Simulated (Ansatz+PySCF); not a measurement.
Results of a calculation; reference values are marked as such.
A run of PySCF 2.14.0 on doublet C₃H₃ at this shape:

```tsv
atom	x (Å)	y (Å)	z (Å)
C	0.0000	0.0000	-0.2756
C	0.0000	0.0000	-1.4979
H	0.0000	0.0000	-2.5601
C	0.0000	0.0000	1.0914
H	0.0000	-0.8871	1.6211
H	0.0000	0.8871	1.6211
```

Its results:

| Item | Value |
| --- | --- |
| Converged | yes |
| Reference energy | -115.29115 hartree |
| Correlation energy | -0.42580 hartree |
| Total energy | -115.71695 hartree |
| Spin squared of the determinant | 0.958 |

(1) Which input gives this output? Name the method, the orbitals and the basis set, and write the input.

Answers

(1) UHF-MP2 in cc-pVTZ.

```python
from pyscf import gto, scf, mp

mol = gto.M(atom="""
C 0.000000 0.000000 -0.275570
C 0.000000 0.000000 -1.497870
H 0.000000 0.000000 -2.560070
C 0.000000 0.000000 1.091360
H 0.000000 -0.887090 1.621070
H 0.000000 0.887090 1.621070
""", basis='cc-pvtz', charge=0, spin=1)
mf = scf.UHF(mol)
mf.kernel()
pt = mp.MP2(mf, frozen=3).run()
print(mf.e_tot, pt.e_corr, pt.e_tot)
```

Caution: the unrestricted determinant is spin contaminated.
